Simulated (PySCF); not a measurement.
# methoxymethyl fluoride: full NMR table

```
Formula                               : C2H5FO
SMILES                                : COCF
InChI                                 : InChI=1S/C2H5FO/c1-4-2-3/h2H2,1H3
Point group of the computed structure : C1
Degrees of unsaturation               : 0
Carbon signals                        : 2
Proton signals                        : 2
```

Structure with atom numbers: `[CH3:1][O:2][CH2:3][F:4]`; H(Xn) means a hydrogen on atom n.

[PySCF 2.14.0 with density-fitted response routines: PBE0/pcSseg-1 with gauge-including orbitals; B3LYP/pcJ-1 coupling constants; coordinates at the PBE0-D3(BJ)/def2-SVP level; one conformer; fast rotation and ring inversion assumed for equivalent nuclei; no relativistic terms; in vacuum]

References, each an isolated molecule treated in the same way: ¹H and ¹³C against TMS; ¹⁹F vs CFCl3; ¹⁷O vs H2O.

| carbon | δC, type | δH (multiplicity, J in Hz) | HMBC from (abs. J ≥ 3 Hz) | span of the C tensor (ppm) |
| --- | --- | --- | --- | --- |
| C1 | 56.2, CH3 | 3.44 (d, 2.2) | H(C3) | 89 |
| C3 | 105.6, CH2 | 5.13 (d, 62.8) | H(C1) | 51 |

Other nuclei:
```
atoms  nucleus                environment  δ (ppm)  σ (ppm)
   F4      ¹⁹F  fluorine on an sp3 carbon   -176.8    354.0
   O2      ¹⁷O               ether oxygen     66.4    268.2
```

Selected couplings (Hz, signed; the shortest-range and largest first, 30 at most; isotopes ¹³C, ¹⁹F, ¹H): ¹J(C3,F4) -284.1, ¹J(C3,H(C3)) 174.5, ¹J(C1,H(C1)) 147.9, ²J(F4,H(C3)) 62.8, ²J(C1,C3) -2.9, ⁴J(F4,H(C1)) 2.2.

- Carbon types of the structure: 1 × CH2, 1 × CH3, which accounts for all hydrogens.
- δC 105.6: sp3 CH2 bonded to F and O; 2 electronegative neighbours deshield it.
- δC 56.2: methyl carbon bonded to O; deshielded by the electronegative neighbour.
- δH 5.13: hydrogen on an sp3 CH2 bonded to F and O; its carbon carries F and O, which withdraws density.
- δH 3.44: hydrogen on a methyl carbon bonded to O; its carbon carries O, which withdraws density.

Common functionals overestimate the size of one-bond C–F couplings by tens of Hz; these are unscaled. Splittings below 1 Hz are ignored in the labels, and close J values are merged. Shifts are as computed. Against solution values, carbons near 30 ppm lie about +2 ppm off and those near 130 ppm about +5 ppm. Of 1211 compounds with measured shifts, 218 miss one by over three times the rms of a fit or turn the order of signals round; such compounds aren't used in these exercises. Unscaled 19F shifts against computed CFCl3 carry errors that often reach 10 to 50 ppm. Experimental scales use liquid or dissolved standards, which lie at an offset from isolated H2O (liquid H2O: subtract about 36 ppm).
